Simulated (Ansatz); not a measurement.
# NO2 (doublet): wave-function methods side by side, cc-pVTZ

How much of the correlation energy of NO2 (doublet) does each wave-function method recover here?

Method: cc-pVTZ, core rule «outside noble gas», up to 3 orbitals frozen; program: Ansatz 0.2.0, Gaussian basis.

The runs, in order: UHF; CCSD(T) on ROHF; CCSD(T) on UHF; CCSDT(Q) on UHF.

## (1) What is computed

The geometry is an MP2(full)/6-31G* stationary point (not a proven minimum).

3 atoms, charge 0, spin multiplicity 2.

Atoms are counted from 1 here; the program's logs count them from 0.

Bond lengths: N1–O2 1.216 Å, N1–O3 1.216 Å. Angles: O2–N1–O3 133.7°.

In the tables R marks a restricted open-shell determinant and U an unrestricted one; energies count from the table's Hartree-Fock row.

## (2) UHF

Contents of in.yaml:

```yaml
crystal:
  periodic: [false, false, false]
  atoms:
    - {symbol: N, position_ang: [0.000000, 0.000000, 0.332221]}
    - {symbol: O, position_ang: [0.000000, 1.118122, -0.145422]}
    - {symbol: O, position_ang: [0.000000, -1.118122, -0.145422]}
basis:
  gaussian: {orbitals: cc-pVTZ}
magnetization: {spin_polarized: true, initial_magnetization: 1}
hamiltonian: {xc: hf}
output: {orbitals: {seedname: orbitals}}
```

Launch:

```console
ansatz run in.yaml --threads 1 --pin off --events-out ev --progress --plain --max-ram 3956MiB --backend cpu
```

Log:

```text
Functional definition: HF
  name "HF"
  cite "Fock, Z. Phys. 61, 126 (1930) doi:10.1007/BF01340294"
  parent pbe
  exchange = exact_x
  correlation = 0
651 factors; their error is unknown
mean field evaluation 1: about -5551.0217 eV, gradient 2.8e1 eV
mean field evaluation 2: about -5552.0858 eV, gradient 2.4e1 eV
mean field evaluation 4: about -5553.8500 eV, gradient 9.2e-1 eV
mean field evaluation 8: about -5553.8600 eV, gradient 1.0e-1 eV
mean field evaluation 16: about -5551.0653 eV, gradient 2.8e1 eV
mean field evaluation 32: about -5553.9324 eV, gradient 1.7e-5 eV
mean field evaluation 64: about -5553.9226 eV, gradient 2.7e-1 eV
mean field evaluation 96: about -5552.9302 eV, gradient 3.7e0 eV
mean field evaluation 128: about -5553.3006 eV, gradient 4.4e0 eV
mean field evaluation 160: about -5553.8593 eV, gradient 1.8e-1 eV
mean field -5553.93236425 eV, -204.1032497955 hartree, gradient 1.7e-5 eV, S^2 0.948660; 3 other end points of the search recorded, 0 dependent functions left out
reference -5553.93236425 eV, -204.1032497955 hartree; 12, 11 occupied and 78, 79 virtual orbitals, 651 factors
Total energy: -5553.93236425 eV, -204.1032497955 hartree
```

Wall time 2.9 s (1 thread of AMD EPYC 7R13, shared host).

From the report: ⟨S²⟩ of the determinant 0.949 (pure doublet: 0.75).

## (3) CCSD(T) on ROHF

Edit in.yaml of step 2 so:

```diff
@@ -8,4 +8,3 @@
   gaussian: {orbitals: cc-pVTZ}
-magnetization: {spin_polarized: true, initial_magnetization: 1}
-hamiltonian: {xc: hf}
-output: {orbitals: {seedname: orbitals}}
+magnetization: {spin_polarized: false, initial_magnetization: 1}
+correlation: {method: ccsd_t, electrons: outside_noble_gas}
```

Launch:

```console
ansatz run in.yaml --threads 5 --pin off --events-out ev --progress --plain --max-ram 130560MiB --backend cuda --devices 0, --max-vram 75GiB
```

Log, shortened:

```text
Functional definition: HF
  name "HF"
  cite "Fock, Z. Phys. 61, 126 (1930) doi:10.1007/BF01340294"
  parent pbe
[...]
559 factors; integrals over basis functions are off by at most 4.8e-4 eV
[...]
mean field -5553.64888504 eV, -204.0928321268 hartree, gradient 2.2e-6 eV, S^2 0.750000; 4 other end points of the search recorded, 0 dependent functions left out
[...]
determinant -5553.64888504 eV, -204.0928321268 hartree, with singles and doubles -5571.88496609 eV, -204.7629957446 hartree
determinant -5550.90245977 eV, -203.9919028596 hartree, with singles and doubles -5568.69548500 eV, -204.6457844764 hartree
determinant -5550.83789775 eV, -203.9895302492 hartree, with singles and doubles -5569.08473083 eV, -204.6600889968 hartree
3 core orbitals not correlated: weight in the atoms' cores, before any rotation towards them, 1.000 or more for the frozen orbitals, at most 0.000 for the correlated occupied ones
reference -5553.64888504 eV, -204.0928321268 hartree; 9, 8 occupied and 78, 79 virtual orbitals, 559 factors
second order -18.70686460 eV of doubles, -0.14713897 eV of singles
cycle   1  -18.12838185 eV  change    -1.8e0 eV  update   2.1e-2
[...]
cycle  10  -18.19175714 eV  change    1.8e-6 eV  update   2.8e-6
perturbative correction -1.04309148 eV, -0.0383329050 hartree
Total energy: -5572.88373366 eV, -204.7996997758 hartree
```

Wall time 2.7 s (1 × H100 with 5 threads of AMD EPYC 7R13, shared host); peak host memory 0.81 GiB.

From the report: correlation -19.2348 eV; T1 0.028; largest double amplitude 0.10.

## (4) CCSD(T) on UHF

Edit in.yaml of step 3 so:

```diff
@@ -8,3 +8,3 @@
   gaussian: {orbitals: cc-pVTZ}
-magnetization: {spin_polarized: false, initial_magnetization: 1}
+magnetization: {spin_polarized: true, initial_magnetization: 1}
 correlation: {method: ccsd_t, electrons: outside_noble_gas}
```

Same command.

Log, shortened:

```text
Functional definition: HF
  name "HF"
  cite "Fock, Z. Phys. 61, 126 (1930) doi:10.1007/BF01340294"
  parent pbe
[...]
559 factors; integrals over basis functions are off by at most 4.8e-4 eV
[...]
mean field -5553.93244361 eV, -204.1032527122 hartree, gradient 1.4e-6 eV, S^2 0.948645; 15 other end points of the search recorded, 0 dependent functions left out
determinant -5553.93244361 eV, -204.1032527122 hartree, with singles and doubles -5571.85198108 eV, -204.7617835680 hartree
determinant -5553.91304089 eV, -204.1025396752 hartree, with singles and doubles -5571.89947865 eV, -204.7635290712 hartree
determinant -5552.26594912 eV, -204.0420101693 hartree, with singles and doubles -5568.72276409 eV, -204.6467869644 hartree
determinant -5552.08857907 eV, -204.0354919399 hartree, with singles and doubles -5568.85564745 eV, -204.6516703380 hartree
[...]
determinant -5550.75622981 eV, -203.9865290077 hartree, with singles and doubles -5567.02866647 eV, -204.5845300251 hartree
determinant -5550.59777464 eV, -203.9807058877 hartree, with singles and doubles -5568.59382555 eV, -204.6420485606 hartree
determinant -5553.93244361 eV, -204.1032527122 hartree, with singles and doubles -5571.83952151 eV, -204.7613256870 hartree
determinant -5553.91304089 eV, -204.1025396752 hartree, with singles and doubles -5571.85799992 eV, -204.7620047562 hartree
3 core orbitals not correlated: weight in the atoms' cores, before any rotation towards them, 1.000 or more for the frozen orbitals, at most 0.000 for the correlated occupied ones
reference -5553.91304089 eV, -204.1025396752 hartree; 9, 8 occupied and 78, 79 virtual orbitals, 559 factors
second order -18.40516144 eV of doubles, -0.00000000 eV of singles
cycle   1  -17.94496016 eV  change   -1.1e-6 eV  update   2.7e-6
perturbative correction -1.02012870 eV, -0.0374890382 hartree
Total energy: -5572.87812975 eV, -204.7994938357 hartree
```

It took 4.7 s on 1 × H100 with 5 threads of AMD EPYC 7R13, shared host; peak host memory 0.82 GiB.

From the report: ⟨S²⟩ of the determinant 0.773 (pure doublet: 0.75); correlation -18.9651 eV; T1 0.026; largest double amplitude 0.09.

## (5) CCSDT(Q) on UHF

Edit in.yaml of step 4 so:

```diff
@@ -9,2 +9,2 @@
 magnetization: {spin_polarized: true, initial_magnetization: 1}
-correlation: {method: ccsd_t, electrons: outside_noble_gas}
+correlation: {method: ccsdt_q, electrons: outside_noble_gas}
```

Launched as before.

Log, shortened:

```text
Functional definition: HF
  name "HF"
  cite "Fock, Z. Phys. 61, 126 (1930) doi:10.1007/BF01340294"
  parent pbe
[...]
1163 factors; integrals over basis functions are off by at most 1.8e-7 eV
[...]
mean field -5553.93249184 eV, -204.1032544845 hartree, gradient 1.3e-6 eV, S^2 0.948657; 15 other end points of the search recorded, 0 dependent functions left out
determinant -5553.93249184 eV, -204.1032544845 hartree, with singles and doubles -5571.85204350 eV, -204.7617858617 hartree
determinant -5553.91308627 eV, -204.1025413430 hartree, with singles and doubles -5571.89954503 eV, -204.7635315105 hartree
determinant -5552.26598238 eV, -204.0420113914 hartree, with singles and doubles -5568.72283840 eV, -204.6467896953 hartree
determinant -5552.08863695 eV, -204.0354940672 hartree, with singles and doubles -5568.85572064 eV, -204.6516730276 hartree
[...]
determinant -5550.59781894 eV, -203.9807075159 hartree, with singles and doubles -5568.59389968 eV, -204.6420512846 hartree
determinant -5553.93249184 eV, -204.1032544845 hartree, with singles and doubles -5571.83956458 eV, -204.7613272697 hartree
determinant -5553.91308627 eV, -204.1025413430 hartree, with singles and doubles -5571.85804488 eV, -204.7620064083 hartree
3 core orbitals not correlated: weight in the atoms' cores, before any rotation towards them, 1.000 or more for the frozen orbitals, at most 0.000 for the correlated occupied ones
reference -5553.91308627 eV, -204.1025413430 hartree; 9, 8 occupied and 78, 79 virtual orbitals, 1163 factors
second order -18.40518649 eV of doubles, -0.00000000 eV of singles
cycle   1  -16.99401021 eV  change     1.4e0 eV  update   1.8e-1
[...]
cycle  18  -18.96392646 eV  change    1.6e-6 eV  update   1.3e-6
perturbative correction -0.10603062 eV, -0.0038965533 hartree
Total energy: -5572.98304335 eV, -204.8033493397 hartree
```

Wall time 24 s (1 × H100 with 5 threads of AMD EPYC 7R13, shared host); peak host memory 0.97 GiB.

From the report: ⟨S²⟩ of the determinant 0.773 (pure doublet: 0.75); correlation -19.0700 eV; T1 0.026; largest double amplitude 0.13.

## (6) All levels against the top one

No level here is safe as a reference; UCCSDT(Q) serves as a yardstick only. Rows without a time come out of other runs: HF, MP2 and CCSD of CCSD(T), CCSDT of CCSDT(Q).

Differences are taken before rounding.

```csv
method,energy from the lowest RHF (kcal/mol),from UCCSDT(Q) (kcal/mol),time
RHF,0.00,+445.86,
UHF,-6.54,+439.32,2.9 s
RMP2,-434.78,+11.07,
UMP2,-430.52,+15.33,
RCCSD,-419.51,+26.34,
UCCSD,-419.91,+25.94,
RCCSD(T),-443.57,+2.29,2.7 s (GPU)
UCCSD(T),-443.44,+2.42,4.7 s (GPU)
UCCSDT,-443.41,+2.45,
UCCSDT(Q),-445.86,0,24 s (GPU)
```

Some runs used a GPU and others CPU threads alone; cost is compared among the GPU runs only.

With the free atoms at the same levels and basis (separate runs), the atomisation energy is 9.243 eV at UCCSDT(Q), 9.181 eV at RCCSD(T), 9.167 eV at UCCSD(T), 2.291 eV at RHF.

## (7) Summary of results

```
                      quantity            value
UCCSDT(Q) below the RHF energy      -19.3342 eV
           RMP2 from UCCSDT(Q)  +11.07 kcal/mol
           UMP2 from UCCSDT(Q)  +15.33 kcal/mol
          RCCSD from UCCSDT(Q)  +26.34 kcal/mol
       RCCSD(T) from UCCSDT(Q)   +2.29 kcal/mol
       UCCSD(T) from UCCSDT(Q)   +2.42 kcal/mol
                 T1 diagnostic            0.028
```

What this shows: RCCSD(T) misses by +2.29 kcal/mol, 0.5 % of the correlation energy. Coupled cluster took another determinant than the lowest Hartree-Fock one. Warnings: spin contamination; coupled cluster took another determinant than the lowest.
